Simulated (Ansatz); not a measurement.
Results of PBE in Ansatz (plane waves, PAW) for α-quartz (SiO2).

Numerical settings: plane-wave cutoff 520 eV, 12×12×6 k mesh (along the axes of the cell as run), Fermi–Dirac smearing 0.01 eV, scalar-relativistic PAW data made under PBE.

Computed at the level's own relaxed cell.

```
CELL_PARAMETERS angstrom
      2.51110    -4.34935     0.00000
      2.51110     4.34935     0.00000
      0.00000     0.00000     5.51018
ATOMIC_POSITIONS crystal
  Si 0.00000 0.47670 0.33333
  Si 0.52330 0.52330 0.00000
  Si 0.47670 0.00000 0.66667
  O  0.25546 0.41456 0.20519
  O  0.58544 0.84090 0.87185
  O  0.74454 0.15910 0.46148
  O  0.84090 0.58544 0.12815
  O  0.41456 0.25546 0.79481
  O  0.15910 0.74454 0.53852
```

**Question.** List the 31 lowest band energies at Γ above −25 eV (eV, relative to the valence band maximum), grouping those that round alike.

**Answer.** At Γ: -19.22, -17.78 (×2), -17.18, -17.15 (×2), -8.25 (×2), -5.40, -5.30, -5.15 (×2), -2.77 (×2), -2.66, -2.39, -1.49 (×3), -0.95 (×2), -0.50, -0.33 (×2), 5.68, 9.09 (×2), 9.35 (×2), 10.43, 11.23.

Ansatz is a quantum-chemistry and plane-wave program.
